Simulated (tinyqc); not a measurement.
Inside a calculation. Method: UKS/PBE in the sto-3g basis, for BH2, spin multiplicity 2. One step of it, computed by the program tinyqc.

Task: Orthogonalisation. S = U s U^T; symmetric (Loewdin) form X = U s^(-1/2) U^T, so that X^T S X = 1.

overlap S:
```
           1B 1s     1B 2s    1B 2px     1B 2py    1B 2pz     2H 1s      3H 1s
1B 1s   1.000000  0.269328  0.000000   0.000000  0.000000  0.043789   0.048019
1B 2s   0.269328  1.000000  0.000000   0.000000  0.000000  0.385128   0.404467
1B 2px  0.000000  0.000000  1.000000   0.000000  0.000000  0.000000   0.000000
1B 2py  0.000000  0.000000  0.000000   1.000000  0.000000  0.376599  -0.390316
1B 2pz  0.000000  0.000000  0.000000   0.000000  1.000000  0.188759   0.195813
2H 1s   0.043789  0.385128  0.000000   0.376599  0.188759  1.000000   0.057336
3H 1s   0.048019  0.404467  0.000000  -0.390316  0.195813  0.057336   1.000000
```

Give: eigenvalues of S; X.

Result:

eigenvalues of S: 0.374  0.431  0.870  1.000  1.093  1.514  1.718

X:
```
         1B 1s   1B 2s  1B 2px  1B 2py  1B 2pz   2H 1s   3H 1s
1B 1s    1.031  -0.161   0.000   0.001  -0.009   0.025   0.026
1B 2s   -0.161   1.194   0.000  -0.009   0.078  -0.249  -0.268
1B 2px   0.000   0.000   1.000   0.000   0.000   0.000   0.000
1B 2py   0.001  -0.009   0.000   1.152  -0.004  -0.245   0.260
1B 2pz  -0.009   0.078   0.000  -0.004   1.037  -0.119  -0.127
2H 1s    0.025  -0.249   0.000  -0.245  -0.119   1.164  -0.015
3H 1s    0.026  -0.268   0.000   0.260  -0.127  -0.015   1.184
```
